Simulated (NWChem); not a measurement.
# methanethiol (CH4S); SMILES CS

Results from NWChem. Pople sets run with spherical d functions. STO-3G and 3-21G are far too small for this property and stand as cheap habits. Geometry: optimised at PBE-D3(BJ)/def2-SVP. Vertical excitations in the gas phase; the lowest state need not have the same character in each row.

Task: Order these by “lowest excitation, singlet (eV)”, lowest first: B3LYP/3-21G, TDA; B3LYP/aug-cc-pVDZ, TDA; B3LYP/6-31G*, TDA; B3LYP/6-31+G*, TDA; B3LYP/def2-TZVP, TDA.

Result: B3LYP/aug-cc-pVDZ, TDA (5.01), B3LYP/6-31+G*, TDA (5.14), B3LYP/def2-TZVP, TDA (5.30), B3LYP/6-31G*, TDA (5.68), B3LYP/3-21G, TDA (6.20)
